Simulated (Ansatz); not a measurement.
KBiCu2S3 (P-1, No. 2; cell taken from a computed entry) was calculated with r²SCAN (plane waves, PAW; Ansatz, a first-principles code).

Input file:

Ansatz 0.2 input:
```yaml
crystal:
  lattice:
    - [6.3931443153, -0.013663299, -0.0054708764]
    - [-0.1409190715, 9.1357064165, 0.0575826585]
    - [-0.1233798966, -0.0520975245, 10.3756593835]
  atoms:
    - { symbol: K, position: [0.201539167, 0.9337649348, 0.8743362476] }
    - { symbol: K, position: [0.798460833, 0.0662350652, 0.1256637524] }
    - { symbol: K, position: [0.6961012292, 0.9233386619, 0.6356206913] }
    - { symbol: K, position: [0.3038987708, 0.0766613381, 0.3643793087] }
    - { symbol: Cu, position: [0.4928195634, 0.6295413603, 0.8273515158] }
    - { symbol: Cu, position: [0.5071804366, 0.3704586397, 0.1726484842] }
    - { symbol: Cu, position: [0.0203134132, 0.2227116336, 0.6322640744] }
    - { symbol: Cu, position: [0.9796865868, 0.7772883664, 0.3677359256] }
    - { symbol: Cu, position: [0.0800011133, 0.3365975259, 0.9666881482] }
    - { symbol: Cu, position: [0.9199988867, 0.6634024741, 0.0333118518] }
    - { symbol: Cu, position: [0.5814494715, 0.3367801922, 0.5428243312] }
    - { symbol: Cu, position: [0.4185505285, 0.6632198078, 0.4571756688] }
    - { symbol: Bi, position: [0.529825251, 0.3186829278, 0.8537729711] }
    - { symbol: Bi, position: [0.470174749, 0.6813170722, 0.1462270289] }
    - { symbol: Bi, position: [0.0333728873, 0.5372962512, 0.6528564275] }
    - { symbol: Bi, position: [0.9666271127, 0.4627037488, 0.3471435725] }
    - { symbol: S, position: [0.88637905, 0.188499036, 0.8284781343] }
    - { symbol: S, position: [0.11362095, 0.811500964, 0.1715218657] }
    - { symbol: S, position: [0.3633362276, 0.1838796719, 0.6563473267] }
    - { symbol: S, position: [0.6366637724, 0.8161203281, 0.3436526733] }
    - { symbol: S, position: [0.3398171255, 0.1990655937, 0.0562658486] }
    - { symbol: S, position: [0.6601828745, 0.8009344063, 0.9437341514] }
    - { symbol: S, position: [0.6250337414, 0.5671913588, 0.6367736583] }
    - { symbol: S, position: [0.3749662586, 0.4328086412, 0.3632263417] }
    - { symbol: S, position: [0.1633543751, 0.5704136231, 0.8886363692] }
    - { symbol: S, position: [0.8366456249, 0.4295863769, 0.1113636308] }
    - { symbol: S, position: [0.1568611777, 0.7884480945, 0.5548879158] }
    - { symbol: S, position: [0.8431388223, 0.2115519055, 0.4451120842] }
basis:
  ecutwfc: 560
  ecutrho_ratio: 4
  xc_grid: 3
kpoints:
  mp_grid: { grid: [6, 4, 4] }
  band_path:
    path:
      - [0.0, 0.0, 0.0]
      - [0.0, 0.0, 0.25]
      - [0.0, 0.0, 0.5]
      - [0.0, 0.5, 0.0]
      - [0.0, 0.25, 0.0]
      - [-0.125, 0.0, 0.0]
      - [-0.25, 0.0, 0.0]
      - [-0.375, 0.0, 0.0]
      - [-0.5, 0.0, 0.0]
      - [-0.5, 0.5, 0.5]
      - [-0.416667, 0.416667, 0.416667]
      - [-0.333333, 0.333333, 0.333333]
      - [-0.25, 0.25, 0.25]
      - [-0.166667, 0.166667, 0.166667]
      - [-0.083333, 0.083333, 0.083333]
      - [-0.1, 0.1, 0.0]
      - [-0.2, 0.2, 0.0]
      - [-0.3, 0.3, 0.0]
      - [-0.4, 0.4, 0.0]
      - [-0.5, 0.5, 0.0]
      - [-0.5, 0.0, 0.5]
      - [-0.4, 0.0, 0.4]
      - [-0.3, 0.0, 0.3]
      - [-0.2, 0.0, 0.2]
      - [-0.1, 0.0, 0.1]
      - [0.0, 0.125, 0.125]
      - [0.0, 0.25, 0.25]
      - [0.0, 0.375, 0.375]
      - [0.0, 0.5, 0.5]
    npoints: 1
hamiltonian:
  xc: r2scan
  dispersion: none
  pseudopotentials: { kind: paw }
scf:
  occupations: { method: fermi_dirac, width: 0.01 }
  convergence: { dr2_threshold: 0.0000000028 }
output:
  forces: true
  stress: true
  eigenvalues: true
  write_bands: true
```

Excerpt of the program's output:

```
Crystal: 28 atoms, lattice volume = 605.993 Å³
Basis set: ecut = 560 eV, 18273 PW (Γ), exchange–correlation on 150×216×243 points (27 copies of the dense FFT grid, shifted against one another)
Bands: 192, of which v1, the nominal top of the filled ones, is band 160 counted from 1 (159 counted from 0)
Symmetry: 2 space group operations
Space group: P-1 (ITA 2), of the structure as read, at distance tolerance 8.5e-5 Å
k-points: 52 of 96
Functional: x = r2scan, c = r2scan; τ floored in thin density (d = 2e-4 eV/Å³)
SCF iter   1: F=—  HF=-119750.463943 eV  |F-HF|=—  |Δ(HF+E_count)|=         —  Δρ=2.27e-2  dr2=2.10e0  dr2_τ=7.88e-2
SCF iter   2: F=—  HF=-119750.743215 eV  |F-HF|=—  |Δ(HF+E_count)|=   2.79e-1  Δρ=2.08e-2  dr2=1.67e0  dr2_τ=1.61e-2
  ...
SCF iter  15: F=—  HF=-119750.335536 eV  |F-HF|=—  |Δ(HF+E_count)|=  5.09e-10  Δρ=1.48e-6  dr2=9.55e-9  dr2_τ=5.31e-11
SCF iter  16: F=-119750.335536 eV  HF=-119750.335536 eV  |F-HF|=7.28e-11  |Δ(HF+E_count)|=   1.46e-9  Δρ=2.47e-7  dr2=3.42e-10  dr2_τ=8.03e-12
SCF 1 converged in 16 iterations: F = -119750.335536 eV  dr2 = 3.42e-10
SCF converged after 16 iterations
Free energy (F): -119750.335536 eV
  ...
  atom   4  K      0.00168510    -0.00910867    -0.01775182
  atom   5  Cu     0.00446311     0.02629931    -0.03161683
  atom   6  Cu    -0.00446311    -0.02629931     0.03161683
  atom   7  Cu    -0.00025802    -0.04093047    -0.00741903
  atom   8  Cu     0.00025802     0.04093047     0.00741903
  atom   9  Cu    -0.00955932    -0.00684602     0.02288895
  atom  10  Cu     0.00955932     0.00684602    -0.02288895
  atom  11  Cu    -0.02772554    -0.00786855    -0.02524213
  atom  12  Cu     0.02772554     0.00786855     0.02524213
  atom  13  Bi     0.04942861    -0.17473134    -0.01464741
  atom  14  Bi    -0.04942861     0.17473134     0.01464741
  atom  15  Bi    -0.01680972     0.11721049     0.09321490
  atom  16  Bi     0.01680972    -0.11721049    -0.09321490
  atom  17  S     -0.16533403    -0.07083161     0.03426584
  atom  18  S      0.16533403     0.07083161    -0.03426584
  atom  19  S      0.07162615    -0.08196106     0.11985332
  atom  20  S     -0.07162615     0.08196106    -0.11985332
  atom  21  S      0.05140880    -0.13380206    -0.01158812
  atom  22  S     -0.05140880     0.13380206     0.01158812
  atom  23  S      0.18151476     0.05582338     0.06270786
  atom  24  S     -0.18151476    -0.05582338    -0.06270786
  atom  25  S     -0.02801780     0.07436994    -0.18929470
  atom  26  S      0.02801780    -0.07436994     0.18929470
  atom  27  S     -0.06203640     0.06468465     0.18207403
  atom  28  S      0.06203640    -0.06468465    -0.18207403
--- Stress (GPa, compression-positive) ---
        1.737824      -0.009074      -0.065529
       -0.009074       1.583316       0.033871
       -0.065529       0.033871       1.739767
  P = ⅓ Tr σ = 1.6870 GPa (16.870 kbar)
```

The PAW data were made under PBE.

Note: cell and atoms aren't relaxed at this level (largest force component 0.19 eV/Å, pressure 1.7 GPa).

It cost roughly 30 core-minutes of CPU time.
